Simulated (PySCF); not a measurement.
input.py for BH⁻

Input:

```python
from pyscf import gto, scf

mol = gto.M(
    atom='B 0 0 0; H 0 0 1.297',
    basis='jorge-dzp-dkh',
    charge=-1,
    spin=1,
    verbose=3,
)
mf = scf.UHF(mol)
mf = mf.sfx2c1e()
mf.kernel()
mf.analyze()
print('orbital energies (hartree):', [e[max(0, n-3):n+3].round(4) for e, n in zip(mf.mo_energy, mol.nelec)])
```

```bash
$ OMP_NUM_THREADS=1 python input.py
```

Output (some set-up lines and the per-cycle HOMO/LUMO lines with their warnings removed):

```
converged SCF energy = -25.100608742832  <S^2> = 0.75964159  2S+1 = 2.0096185
**** MO energy ****
                             alpha | beta                alpha | beta
MO #1   energy= -7.35955848501815  | -7.34996956766651  occ= 1 | 1
MO #2   energy= -0.358577872485318 | -0.309123639433498 occ= 1 | 1
MO #3   energy= -0.0653228056294282 | -0.033847333736416 occ= 1 | 1
MO #4   energy= 0.002724528409491  | 0.319292277227659  occ= 1 | 0
MO #5   energy= 0.303670065199377  | 0.355746726784361  occ= 0 | 0
MO #6   energy= 0.446654035452497  | 0.459605344319284  occ= 0 | 0
MO #7   energy= 0.580486285640397  | 0.590848499967301  occ= 0 | 0
MO #8   energy= 0.615210208680942  | 0.692032194067938  occ= 0 | 0
MO #9   energy= 0.680116806744449  | 0.730187422867745  occ= 0 | 0
MO #10  energy= 0.785475025418263  | 0.810022241600528  occ= 0 | 0
MO #11  energy= 1.02421188993075   | 1.03832136551238   occ= 0 | 0
MO #12  energy= 1.25260692395643   | 1.27802907852096   occ= 0 | 0
MO #13  energy= 1.27347078004896   | 1.31087297448655   occ= 0 | 0
MO #14  energy= 1.29455571972047   | 1.35710460078229   occ= 0 | 0
MO #15  energy= 1.29574421598103   | 1.35767031322409   occ= 0 | 0
MO #16  energy= 1.68389399549562   | 1.69816176312356   occ= 0 | 0
MO #17  energy= 2.23996297266456   | 2.2396169956472    occ= 0 | 0
MO #18  energy= 2.24306754842157   | 2.2543645319573    occ= 0 | 0
MO #19  energy= 2.80809451291812   | 2.81047230300798   occ= 0 | 0
MO #20  energy= 13.5679393601249   | 13.5763645381176   occ= 0 | 0

To work with the spin densities directly, `use mulliken_meta_spin()` only printing them here.

 ** Mulliken spin pop alpha/beta on meta-lowdin orthogonal AOs **
 ** Mulliken Spin Density (per atom)  **
spin density of  0 B =      1.02273
spin density of  1 H =     -0.02273
 ** Mulliken pop alpha/beta on meta-lowdin orthogonal AOs **
 ** Mulliken atomic charges   ( Nelec_alpha | Nelec_beta ) **
charge of  0B =     -0.86866  (     3.44570      2.42296 )
charge of  1H =     -0.13134  (     0.55430      0.57704 )
Dipole moment(X, Y, Z, Debye): -0.00000,  0.00000,  1.12091
orbital energies (hartree): [array([-0.3586, -0.0653,  0.0027,  0.3037,  0.4467,  0.5805]), array([-7.35  , -0.3091, -0.0338,  0.3193,  0.3557,  0.4596])]
```

In short: E(SCF) = -25.100609 Eh, ⟨S²⟩ = 0.760.

It ran on Arm Neoverse N1 (1 thread, shared host) in 1.5 s, peak memory 0.12 GiB.

The basis has no diffuse functions, which an anion needs. The bond length is a typed value, not an optimised one. The dipole of an ion depends on the origin. No search for the lowest solution was made.
